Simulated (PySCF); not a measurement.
**BF: energy against distance**

Set-up: PySCF, spin-free X2C with a Gaussian nucleus, basis sets B jorge-DZP-DKH, F jorge-DZP-DKH. Energies in eV from B + F in their ground configurations at the same level. State: ¹Σ⁺ (singlet), closed shell.

Curves on a restricted Hartree–Fock reference rise too fast on stretching and do not dissociate correctly.

| R (Å) | RHF | RHF-MP2 | r²SCAN0 | PBE0 |
| --- | --- | --- | --- | --- |
| 1.108 | -4.503 | -6.299 | -6.146 | -6.308 |
| 1.159 | -5.105 | -6.961 | -6.768 | -6.945 |
| 1.211 | -5.419 | -7.332 | -7.104 | -7.296 |
| 1.249 | -5.516 | -7.469 | -7.217 | -7.421 |
| 1.288 | -5.522 | -7.512 | -7.240 | -7.454 |
| 1.327 | -5.458 | -7.484 | -7.194 | -7.419 |
| 1.378 | -5.292 | -7.363 | -7.052 | -7.290 |
| 1.443 | -4.996 | -7.117 | -6.787 | -7.039 |
| 1.520 | -4.565 | -6.738 | -6.391 | -6.660 |
| 1.623 | -3.932 | -6.160 | -5.800 | -6.088 |

Problem. Put a parabola through the three lowest points of the RHF curve and estimate Re, k and ωe (reduced mass 6.97 u; 1 eV/Å² = 0.16022 mdyn/Å; ωe = 1302.8·√(k/μ) cm⁻¹).

Solution. Through R = 1.249, 1.288, 1.327 Å the second-order coefficient is 23.0 eV/Å², so Re ≈ 1.272 Å, k ≈ 7.37 mdyn/Å and ωe ≈ 1340 cm⁻¹. A polynomial fit of higher order to the unrounded RHF energies gives Re = 1.271 Å, k = 8.35 mdyn/Å, ωe = 1426 cm⁻¹; anharmonicity and rounding make the difference.

The higher-order fit for each curve: RHF: Re = 1.271 Å, ωe = 1426 cm⁻¹, De = 5.53 eV; RHF-MP2: Re = 1.291 Å, ωe = 1355 cm⁻¹, De = 7.51 eV; r²SCAN0: Re = 1.280 Å, ωe = 1379 cm⁻¹, De = 7.24 eV; PBE0: Re = 1.286 Å, ωe = 1356 cm⁻¹, De = 7.45 eV.

Correlated steps freeze 2 core orbitals. Correlated levels converge slowly with the basis: in double zeta they bind strong bonds too weakly, by up to about 1 eV, and carry superposition errors of some tenths. Where the molecule has an RHF reference, its open-shell atoms are computed with UHF.
